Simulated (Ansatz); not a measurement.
**C2H4S (SMILES C1CS1): single points off equilibrium**

One table from this session's results is given with a row withheld; the runs are named, their logs left out.

The runs use Ansatz 0.2.0, Gaussian basis; single points in def2-TZVPP.

Cores are frozen in the correlated methods.

**The starting structure**

7 atoms, charge 0, spin multiplicity 1.

Atoms are counted from 1 here; the program's logs count them from 0.

Bond lengths: C1–C2 1.517 Å, C1–S3 1.794 Å, C1–H4 0.926 Å, C1–H5 1.100 Å, C2–S3 1.757 Å, C2–H6 1.182 Å, C2–H7 0.969 Å. Angles: C2–C1–S3 63.5°, C2–C1–H4 110.7°, C2–C1–H5 113.9°, S3–C1–H4 113.6°, S3–C1–H5 104.4°, H4–C1–H5 130.7°, C1–C2–S3 66.0°, C1–C2–H6 114.1°, C1–C2–H7 119.7°, S3–C2–H6 110.3°, S3–C2–H7 126.2°, H6–C2–H7 112.8°, C1–S3–C2 50.6°.

As a file:

```tsv
atom	x (Å)	y (Å)	z (Å)
C1	-0.5136	0.1044	-0.5643
C2	0.6348	-0.1536	0.3926
S3	-0.8936	-0.8546	0.9037
H4	-0.4240	-0.4087	-1.3296
H5	-1.0204	1.0666	-0.4017
H6	0.9107	0.7702	1.0761
H7	1.4144	-0.6409	0.0861
```

The first run:

run/in.yaml reads:

```yaml
crystal:
  periodic: [false, false, false]
  atoms:
    - {symbol: C, position_ang: [-0.513600, 0.104400, -0.564300]}
    - {symbol: C, position_ang: [0.634800, -0.153600, 0.392600]}
    - {symbol: S, position_ang: [-0.893600, -0.854600, 0.903700]}
    - {symbol: H, position_ang: [-0.424000, -0.408700, -1.329600]}
    - {symbol: H, position_ang: [-1.020400, 1.066600, -0.401700]}
    - {symbol: H, position_ang: [0.910700, 0.770200, 1.076100]}
    - {symbol: H, position_ang: [1.414400, -0.640900, 0.086100]}
basis:
  gaussian: {orbitals: def2-TZVPP}
correlation: {method: ccsd_t}
output: {forces: true}
```

No record of the launch command was kept for these runs.

Steps of the session up to this table: CCSD(T)/def2-TZVPP; PBE0-D4/def2-TZVPP; wB97M-V/def2-TZVPP; r2SCAN-D4/def2-TZVPP; PBE-D4/def2-TZVPP; CAM-B3LYP-D4/def2-TZVPP; revPBE-D4/def2-TZVPP.

One of the session's tables, all rows but one given; the rest of the session is left out.

```
      method  RMS force component (eV/Å)  angle to CCSD(T) forces (°)  dipole (D)
     CCSD(T)                       3.635                    reference        1.74
     PBE0-D4                       3.687                          3.3        1.80
     wB97M-V                       3.623                          2.1        1.73
   r2SCAN-D4                           ?                            ?           ?
      PBE-D4                       3.656                          2.3        1.73
CAM-B3LYP-D4                       3.641                          2.9        1.78
   revPBE-D4                       3.652                          2.2        1.73
```

**Question.** Estimate the row for r2SCAN-D4.

As computed: RMS force component (eV/Å): 3.639; angle to CCSD(T) forces (°): 1.9; dipole (D): 1.85. In the column «RMS force component (eV/Å)» it lies between CCSD(T) (3.635) and CAM-B3LYP-D4 (3.641).
